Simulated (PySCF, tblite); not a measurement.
HC≡CCH2F, C₃H₃F.
Geometry (GFN2-xTB, Å), atoms numbered from 1 in this order:
```xyz
7
C3H3F angstrom
C      1.7060    0.1634    0.0295
C      0.5223   -0.0087    0.0099
C     -0.9192   -0.1531   -0.0176
F     -1.5406    1.0724   -0.1111
H      2.7468    0.2929    0.0475
H     -1.2333   -0.7380   -0.8913
H     -1.2787   -0.6241    0.9060
```

Theory: PBE0/pcSseg-1 in PySCF (dipole) on a GFN2-xTB geometry, gas phase.

Take the most abundant isotopes and a rigid rotor. 

Give the principal moments of inertia and the rotational constants in GHz.

Ia = 14.44, Ib = 107.22, Ic = 118.39 u·Å²; 505379 MHz·u·Å²/I gives 34988, 4713 and 4269 MHz, that is A = 34.988, B = 4.7135, C = 4.2686 GHz.

Classify the top.

A near-prolate asymmetric top: κ = (2 × 4713 − 34988 − 4269)/(34988 − 4269) = -0.97.

What does the inertial defect say?

Not planar: Δ = Ic − Ia − Ib = -3.27 u·Å². For a rigid frame Δ = −2 Σ m c², so Σ m c² = 1.64 u·Å² lies off the ab plane, practically all of it from hydrogen. The atom farthest from that plane is 0.90 Å away.

List the rotational levels J(Ka,Kc) to J = 4 (MHz).

Above 0(0,0):
J = 1: 1(0,1) 8982, 1(1,1) 39257, 1(1,0) 39702
J = 2: 2(0,2) 26941, 2(1,2) 56776, 2(1,1) 58111, 2(2,1) 148935, 2(2,0) 148940
J = 3: 3(0,3) 53868, 3(1,3) 83052, 3(1,2) 85721, 3(2,2) 175882, 3(2,1) 175906, 3(3,1) 328371, 3(3,0) 328371
J = 4: 4(0,4) 89748, 4(1,4) 118082, 4(1,3) 122530, 4(2,3) 211807, 4(2,2) 211879, 4(3,2) 364309, 4(3,1) 364310, 4(4,1) 577781, 4(4,0) 577781
Those of J = 1 are B + C, A + C and A + B.

Predict some low-J microwave lines.

The dipole components are |μa| = 1.07 D, |μb| = 1.43 D, |μc| = 0.00 D; the mirror of this Cs structure is the ab plane, so μc vanishes by symmetry and there are no c-type lines. The squared components, which scale the intensities, stand as 0.56 : 1.00 (a : b). Some lines, for components of 0.1 D or more:

| type | branch | J(Ka,Kc) | MHz | lower level (cm⁻¹) |
| --- | --- | --- | --- | --- |
| a | Q | 1(1,0) ← 1(1,1) | 445 | 1.309 |
| a | Q | 2(1,1) ← 2(1,2) | 1335 | 1.894 |
| a | Q | 3(1,2) ← 3(1,3) | 2669 | 2.770 |
| a | Q | 4(1,3) ← 4(1,4) | 4448 | 3.939 |
| b | R | 4(0,4) ← 3(1,3) | 6696 | 2.770 |
| a | R | 1(0,1) ← 0(0,0) | 8982 | 0.000 |
| a | R | 3(1,3) ← 2(1,2) | 26276 | 1.894 |
| a | R | 3(2,2) ← 2(2,1) | 26946 | 4.968 |
| b | Q | 2(1,1) ← 2(0,2) | 31169 | 0.899 |
| a | R | 4(1,4) ← 3(1,3) | 35029 | 2.770 |
| a | R | 4(0,4) ← 3(0,3) | 35880 | 1.797 |
| a | R | 4(2,3) ← 3(2,2) | 35925 | 5.867 |
| a | R | 4(2,2) ← 3(2,1) | 35973 | 5.868 |
| a | R | 4(1,3) ← 3(1,2) | 36808 | 2.859 |
| b | R | 4(1,4) ← 3(0,3) | 64213 | 1.797 |
| b | Q | 4(2,2) ← 4(1,3) | 89350 | 4.087 |
| b | Q | 2(2,0) ← 2(1,1) | 90829 | 1.938 |
| b | Q | 4(2,3) ← 4(1,4) | 93725 | 3.939 |
| b | R | 3(2,2) ← 2(1,1) | 117771 | 1.938 |
| b | Q | 4(3,1) ← 4(2,2) | 152430 | 7.068 |
| b | Q | 3(3,0) ← 3(2,1) | 152465 | 5.868 |
| b | Q | 4(3,2) ← 4(2,3) | 152503 | 7.065 |
| b | R | 3(3,0) ← 2(2,1) | 179436 | 4.968 |
| b | R | 4(3,2) ← 3(2,1) | 188403 | 5.868 |
| b | Q | 4(4,0) ← 4(3,1) | 213472 | 12.152 |
| b | Q | 4(4,1) ← 4(3,2) | 213472 | 12.152 |
| b | R | 4(4,1) ← 3(3,0) | 249410 | 10.953 |

Estimate the classical rotational partition function at 10 K, 50 K and 100 K.

Point group Cs, symmetry number σ = 1; q = (√π/σ)·√((kT/h)³/(ABC)), k/h = 20836.6 MHz/K: 201 at 10 K, 2250 at 50 K, 6350 at 100 K.

Its GFN2-xTB frequencies are all real (lowest 190 cm⁻¹). Zero-point vibration and centrifugal distortion are left out.

On an Arm Neoverse V1 with one thread, shared host, this took 3.8 s wall. This is the PBE0/pcSseg-1 job that gave the dipole, with the shieldings it also computed.
